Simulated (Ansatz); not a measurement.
Cost and result for the atomization energy of `N1[SiH2]P1` (7 atoms, 7 bonds).

The species carries charge 0 and has multiplicity 1. All single points use the PBE0-D4/def2-TZVP geometry. Program: Ansatz. All runs use 2 threads of an Arm Neoverse V1 on a shared host. Times are those of one run each, without the atoms' runs, and a repeat can differ threefold. Electronic energies, without spin–orbit coupling; frozen cores. CCSD(T)/CBS adds CCSD(T) − MP2 in def2-TZVPP to the MP2 limit, and its time is that of the two runs behind it. T1 = 0.015. B3LYP takes the VWN-RPA correlation (the form of Gaussian; ORCA's B3LYP/G).

CCSD(T)/CBS is a level of theory with its own doubt, some kJ/mol a heavy atom from the limit and from the frozen cores, so smaller differences don't rank the functionals.

```json
{"level": "CCSD(T)/def2-SVP", "functions": "70", "wall time": "0.95 s"}
{"level": "revPBE-D4/def2-TZVPP", "functions": "171", "wall time": "1.6 s"}
{"level": "PBE-D4/def2-TZVPP (with forces)", "functions": "171", "wall time": "2 s"}
{"level": "BHLYP-D4/def2-TZVPP", "functions": "171", "wall time": "2.3 s"}
{"level": "CAM-B3LYP-D4/def2-TZVPP", "functions": "171", "wall time": "2.6 s"}
{"level": "B3LYP-D4/def2-TZVPP (with forces)", "functions": "171", "wall time": "2.9 s"}
{"level": "PBE-QIDH/def2-TZVPP", "functions": "171", "wall time": "3.9 s"}
{"level": "B97M-V/def2-TZVPP", "functions": "171", "wall time": "6.5 s"}
{"level": "ωB97X-V/def2-TZVPP", "functions": "171", "wall time": "6.5 s"}
{"level": "ωB97M-V/def2-TZVPP (with forces)", "functions": "171", "wall time": "8.5 s"}
{"level": "MP2/def2-QZVPP", "functions": "317", "wall time": "11 s"}
{"level": "CCSD(T)/def2-TZVPP", "functions": "171", "wall time": "20 s"}
{"level": "CCSD(T)/CBS(def2)", "functions": "–", "wall time": "31 s"}
```

Problem. What atomization energy does each give, and how far from CCSD(T)/CBS? (An estimate is asked.)

Solution. The calculation gave: 
```csv
level,atomization (kJ/mol),difference from CCSD(T)/CBS,per bond
CCSD(T)/def2-SVP,1836.3,-234.8,-33.6
revPBE-D4/def2-TZVPP,2063.9,-7.2,-1.0
PBE-D4/def2-TZVPP (with forces),2110.8,39.7,5.7
BHLYP-D4/def2-TZVPP,2016.6,-54.5,-7.8
CAM-B3LYP-D4/def2-TZVPP,2086.5,15.4,2.2
B3LYP-D4/def2-TZVPP (with forces),2087.8,16.7,2.4
PBE-QIDH/def2-TZVPP,2031.5,-39.6,-5.7
B97M-V/def2-TZVPP,2103.9,32.8,4.7
ωB97X-V/def2-TZVPP,2109.6,38.5,5.5
ωB97M-V/def2-TZVPP (with forces),2098.7,27.6,3.9
MP2/def2-QZVPP,2042.0,-29.1,-4.2
CCSD(T)/def2-TZVPP,1985.3,-85.8,-12.3
CCSD(T)/CBS(def2),2071.1,0.0,0.0
```

From PBE to PBE0 (25 % exact exchange), in def2-TZVPP and without D4, the atomization energy moves by −44.5 kJ/mol: exact exchange takes away binding that semilocal exchange gives to molecules. The D4 term adds +23.9 kJ/mol with B3LYP and +12.1 kJ/mol with PBE0; it sums over pairs of atoms, weighted by their polarisabilities, and B3LYP, whose exchange is more repulsive, gets the larger term. At CCSD(T), def2-SVP lies −234.9 kJ/mol from the extrapolated value and def2-TZVPP −85.8 kJ/mol: correlation converges slowly with the basis, and small sets miss more of it in the bonded molecule than in its fragments.
